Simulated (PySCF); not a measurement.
# C3H6N: g tensor and hyperfine couplings

Compound: C3H6N (doublet state).
Structure used (GFN2-xTB), in Å, numbered top down from 1:
```xyz
10
C3H6N angstrom
C      1.9580   -0.0888   -0.2420
C      0.6694   -0.0655    0.2301
N     -0.3447    0.0863   -0.5772
C     -1.6545    0.1041   -0.0493
H      2.7942   -0.2142    0.4205
H      2.1455    0.0194   -1.2944
H      0.5070   -0.1783    1.3121
H     -2.1280    1.0486   -0.3338
H     -1.7055   -0.0172    1.0435
H     -2.2323   -0.6898   -0.5320
```

The hyperfine couplings belong to this conformer and change with its torsions.

The species is `C(/[CH2])=N\C` [radical].

The calculation used UKS B3LYP, pcH-1 on C H N, non-relativistic, mean-field spin-orbit, GIAO in PySCF. Isolated species at its GFN2-xTB geometry, gas phase. A GFN2-xTB geometry isn't a minimum of the functional, and hyperfine couplings can be far from their values at a DFT geometry. The SCF solution wasn't tested for stability. ⟨S²⟩ is 0.777 where a pure state has 0.75.

```json
{
 "g1, g2, g3": "2.00214, 2.00328, 2.00545",
 "g_iso": "2.00363",
 "Form of g": "rhombic: the two nearest values differ by 35 % of g3 − g1",
 "⟨S²⟩": "0.7768 (exact 0.7500)",
 "α and β electrons": "16, 15"
}
```

Hyperfine couplings atom by atom, in MHz; T1 to T3 are the principal values of the dipolar part; ρ(0) is the spin density at the nucleus:

| atom | isotope | a_iso | T1 | T2 | T3 | Mulliken spin population | ρ(0) (bohr⁻³) |
| --- | --- | --- | --- | --- | --- | --- | --- |
| C1 | 13C | 56.6 | -55.6 | -54.0 | 109.6 | 0.74 | 0.0504 |
| C2 | 13C | -50.0 | -30.3 | 11.5 | 18.7 | -0.24 | -0.0445 |
| N3 | 14N | 21.2 | -25.3 | -24.8 | 50.0 | 0.53 | 0.0655 |
| C4 | 13C | -22.4 | -2.7 | 0.5 | 2.1 | -0.04 | -0.0199 |
| H5 | 1H | -45.0 | -27.1 | -0.8 | 27.9 | -0.03 | -0.0101 |
| H6 | 1H | -43.7 | -23.4 | -2.0 | 25.4 | -0.03 | -0.0098 |
| H7 | 1H | 9.8 | -5.5 | -0.4 | 5.9 | 0.01 | 0.0022 |
| H8 | 1H | 82.2 | -4.1 | -2.5 | 6.7 | 0.04 | 0.0184 |
| H9 | 1H | 0.1 | -2.9 | -2.8 | 5.7 | 0.00 | 0.0000 |
| H10 | 1H | 82.1 | -4.1 | -2.5 | 6.7 | 0.04 | 0.0184 |

Largest spin populations (Mulliken): C1 (+0.74), N3 (+0.53) and C2 (-0.24). The angles at C1 add up to 360.0°, so it is planar; its axial dipolar tensor and the negative couplings of its protons fit spin in a p orbital normal to that plane.

Axes: g2 points within 1° of the C2–H7 bond.

Under fast tumbling the dipolar parts average out, and these isotropic splittings remain: 3 × 1H (H8/H9/H10, I = 1/2, 4 lines) with 1.95 mT, 1 × 1H (H5, I = 1/2, 2 lines) with 1.61 mT, 1 × 1H (H6, I = 1/2, 2 lines) with 1.56 mT, 1 × 14N (N3, I = 1, 3 lines) with 0.75 mT and 1 × 1H (H7, I = 1/2, 2 lines) with 0.35 mT.

Nuclei that the bonding pattern makes equivalent are averaged, as if the motion that swaps them (rotation, inversion, ring flip) were fast. H5 and H6 aren't averaged: C1 is flat or nearly so (angle sum 360°), and its turn about the short C1–C2 bond (1.37 Å) is taken as slow. The three 1H nuclei of mean +54.8 MHz run from 0.1 to 82.2 MHz in the frozen geometry.

The 13C coupling of C1 (56.6 MHz) shows only in satellite lines or after enrichment, since that isotope makes up about 1.07 % of natural carbon.
